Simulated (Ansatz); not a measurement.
# [AlH$_{2}$···H···NH], triplet in cc-pVDZ: errors against UCCSDT(Q)

Geometry: a point of a hydrogen-transfer path between rigid fragments, not a stationary point.

```xyz
6

Al   -1.1601    0.0225    0.0000
H    -1.9531    1.3959    0.0000
H    -1.9531   -1.3509    0.0000
H     1.2079    0.0225    0.0000
N     2.2479    0.0225    0.0000
H     2.5169   -0.9817    0.0000
```

Basis cc-pVDZ; Ansatz 0.2.0. Only valence electrons are correlated (noble-gas cores frozen), which leaves 12 electrons in 46 orbitals. Prefix R: restricted or restricted open-shell reference; prefix U: unrestricted. Active spaces: pair = (4e, 4o) about the gap.

Full CI isn't at hand for all of this; UCCSDT(Q) serves as the reference, and is uncertain by about the last step of the cluster series. The frozen core follows each run's orbitals, which can shift R against U totals by a few meV.

For open shells CISD is restricted-active-space CI with the open shells as a complete middle space.

The UHF ⟨S²⟩ is 2.016. The T1 diagnostic (RCCSD) is 0.0185 and the largest doubles amplitude (RCCSD) is 0.037. The T1 diagnostic (UCCSD) is 0.0126.

| level | E − E(UCCSDT(Q)) (meV) | share of correlation (%) | wall time |
| --- | --- | --- | --- |
| RHF | 6912 | 0.00 | – |
| UHF | 6744 | 2.43 | – |
| RMP2 | 1205 | 82.57 | – |
| UMP2 | 1204 | 82.58 | – |
| CISD | 650 | 90.60 | 4.9 s |
| RCCSD | 148 | 97.86 | – |
| UCCSD | 145 | 97.90 | – |
| RCCSD(T) | 32 | 99.54 | 8.5 s |
| UCCSD(T) | 31 | 99.55 | 7.5 s |
| BCCD(T) | 32 | 99.54 | 3.5 s |
| RCCSDT | 8 | 99.88 | – |
| UCCSDT | 7 | 99.89 | – |
| RCCSDT(Q) | 1 | 99.99 | 66 s |
| CASSCF (pair space) | 6353 | 8.09 | – |
| NEVPT2 (pair space) | 1176 | 82.98 | 1.7 s |
| MRCISD (pair space) | 572 | 91.73 | – |
| MRCISD+Q (pair space) | 46 | 99.33 | 2.5 s |

The correlation energy at UCCSDT(Q), counted from RHF, is -6.912 eV. That run took 54 s on 1 thread of Arm Neoverse V1, shared host.

Times hold each run's SCF and search for its determinant on a shared host, so for small cases they say little of a method's own cost; they ran on 1 thread of Arm Neoverse V1.
